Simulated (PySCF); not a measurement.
Ionising NaLi

PBE0; basis Na aug-pcseg-1, Li aug-pcseg-1; no relativity; PySCF 2.14. Neutral (UKS): singlet (closed shell), Re = 2.935 Å, ωe = 250 cm⁻¹, De = 0.74 eV, HOMO -3.66 eV, LUMO -1.33 eV.

NaLi⁺ (UKS): doublet (σ ↑), Re = 3.402 Å, ωe = 176 cm⁻¹, De = 0.98 eV to Na⁺ + Li. The energies at the minima are -169.65868 hartree for NaLi and -169.47407 for NaLi⁺.

Work out the adiabatic ionisation energy, without and with harmonic zero-point energies (1 hartree = 27.2114 eV, 1 eV = 8065.5 cm⁻¹), and the change of the bond length.

At PBE0: 0.18461 hartree = 5.023 eV between the minima; the zero-point term (176.0 − 250.0)/2 cm⁻¹ = -0.005 eV makes it 5.019 eV. Re changes by +46.7 pm against the neutral. Minus the HOMO energy is 3.66 eV, -1.36 eV from the value between the minima; self-interaction puts the Kohn–Sham level too high, less so with exact exchange. The electron leaves a σ orbital, and the longer bond of the ion fits a bonding orbital, or a change in how ionic the bond is.

NaLi⁻ (UKS): doublet (σ ↑), Re = 3.342 Å, ωe = 160 cm⁻¹, De = 0.78 eV to Na + Li⁻. The energies at the minima are -169.65868 hartree for NaLi and -169.67779 for NaLi⁻.

Work out the adiabatic electron affinity, without and with harmonic zero-point energies (1 hartree = 27.2114 eV, 1 eV = 8065.5 cm⁻¹), and the change of the bond length.

At PBE0: 0.01911 hartree = 0.520 eV between the minima; the zero-point term (250.0 − 160.0)/2 cm⁻¹ = +0.006 eV makes it 0.526 eV. Re changes by +40.7 pm against the neutral. The electron enters a σ orbital; the charge polarises the partner, so the anion is bound more strongly.

Closed-shell solutions of metal pairs were not tested for spin polarisation, which can lower them a little. For an ion De counts to the pair picked by the measured ionisation energies or electron affinities, which need not be the lowest pair at this level. The highest Kohn–Sham level is positive in this anion. Much of that is self-interaction error, but it also means that the finite basis helps to hold the extra electron. States were picked by a PBE0 search and need not be the measured ground states.
